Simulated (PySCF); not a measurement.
**F₂⁺: one state, many levels of theory**

State: ²Πg (doublet), unpaired electrons π ↑. Set-up: F pcseg-1; no relativity (PySCF 2.14). De refers to F⁺ + F in their high-spin ground configurations, without counterpoise correction. The functionals are run spin-unrestricted.

```json
{"Level": "UHF", "Re (Å)": "1.226", "ωe (cm⁻¹)": "1487", "De (eV)": "-1.58"}
{"Level": "UHF-MP2", "Re (Å)": "1.440", "ωe (cm⁻¹)": "577", "De (eV)": "3.26"}
{"Level": "UHF-SCS-MP2", "Re (Å)": "1.409", "ωe (cm⁻¹)": "694", "De (eV)": "2.80"}
{"Level": "UHF-CCSD", "Re (Å)": "1.328", "ωe (cm⁻¹)": "1082", "De (eV)": "2.19"}
{"Level": "UHF-CCSD(T)", "Re (Å)": "1.353", "ωe (cm⁻¹)": "979", "De (eV)": "2.51"}
{"Level": "PBE", "Re (Å)": "1.335", "ωe (cm⁻¹)": "1081", "De (eV)": "4.56"}
{"Level": "r²SCAN", "Re (Å)": "1.317", "ωe (cm⁻¹)": "1135", "De (eV)": "3.55"}
{"Level": "PBE0", "Re (Å)": "1.290", "ωe (cm⁻¹)": "1220", "De (eV)": "3.15"}
{"Level": "MN15", "Re (Å)": "1.284", "ωe (cm⁻¹)": "1256", "De (eV)": "3.23"}
{"Level": "M06-2X", "Re (Å)": "1.274", "ωe (cm⁻¹)": "1307", "De (eV)": "2.78"}
{"Level": "CAM-B3LYP", "Re (Å)": "1.294", "ωe (cm⁻¹)": "1229", "De (eV)": "3.38"}
{"Level": "B2PLYP", "Re (Å)": "1.350", "ωe (cm⁻¹)": "953", "De (eV)": "3.19"}
```

Q: Which functional lies closest to UHF-CCSD(T) in De, which farthest, and by how much do they differ from it?

A: Closest is M06-2X (-7.9 pm in Re, +33.5 % in ωe, +0.27 eV in De against UHF-CCSD(T) in the same basis), farthest PBE (-1.8 pm in Re, +10.4 % in ωe, +2.05 eV in De). CCSD(T) converges more slowly with the basis than the functionals do and binds too weakly in this one, so the order can change at the basis-set limit.

Q: What does second-order correlation do here, going from UHF to UHF-MP2?

A: UHF-MP2 less UHF: +21.4 pm in Re, -61.2 % in ωe, +4.84 eV in De. Correlation nearly always deepens the well. The bond lengthens, as in strong covalent bonds, where excitations into antibonding orbitals dominate.

Q: What does the triples do here, going from UHF-CCSD to UHF-CCSD(T)?

A: UHF-CCSD(T) less UHF-CCSD: +2.5 pm in Re, -9.5 % in ωe, +0.32 eV in De. Correlation nearly always deepens the well. The bond lengthens, as in strong covalent bonds, where excitations into antibonding orbitals dominate.

Correlated steps freeze 2 core orbitals. Correlated levels converge slowly with the basis: in double zeta they bind strong bonds too weakly, by up to about 1 eV, and carry superposition errors of some tenths. B2PLYP dipoles, levels and charges come from its SCF part alone. A negative De means that the minimum lies above the separated atoms at that level. The state was picked by a PBE0 search and need not be the measured ground state.

The whole job (state search and all levels along the bond) took about 0.69 min on 1 thread of Arm Neoverse V1 (shared host), peak memory 0.35 GiB.
